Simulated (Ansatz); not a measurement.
# BO+ (triplet): the correlation ladder, def2-QZVPP

The task here is to estimate one member of a computed series from the others.

The runs use Ansatz 0.2.0, Gaussian basis; def2-QZVPP, core rule «outside noble gas», up to 2 orbitals frozen.

The runs, in order: UHF; ROHF; CCSD(T) on UHF.

2 further runs of the same task are left out: 2 set aside as unsound or not needed.

### The geometry

The geometry is a PBE0/def2-TZVP stationary point (not a proven minimum) of the parent state, kept for this charge and spin.

2 atoms, charge 1, spin multiplicity 3.

Atoms are counted from 1 here; the program's logs count them from 0.

Bond lengths: B1–O2 1.185 Å.

Set-up of the first run:

File in.yaml:

```yaml
crystal:
  periodic: [false, false, false]
  atoms:
    - {symbol: B, position_ang: [0.000000, 0.000000, 0.000000]}
    - {symbol: O, position_ang: [0.000000, 0.000000, 1.185000]}
basis:
  gaussian: {orbitals: "def2-QZVPP.json"}
total_charge: 1
magnetization: {spin_polarized: true, initial_magnetization: 2}
hamiltonian: {xc: hf}
output: {orbitals: {seedname: orbitals}}
```

Launch:

```
ansatz run in.yaml --threads 1 --pin off --events-out ev --progress --plain --max-ram 2393MiB
```

Steps of the session up to this table: UHF; ROHF; CCSD(T) on UHF.

One of the session's tables, all rows but one given; the rest of the session is left out.

It belongs to the step «Misses and costs». 

```
  method  from UCCSD(T) (kJ/mol)
    ROHF                  +675.7
     UHF                  +665.0
    UMP2                       ?
   UCCSD                   +22.2
UCCSD(T)                       0
```

**Question.** Estimate the row for UMP2.

As computed: from UCCSD(T) (kJ/mol): +58.2. In the column «from UCCSD(T) (kJ/mol)» it lies between UCCSD (+22.2) and UHF (+665.0).
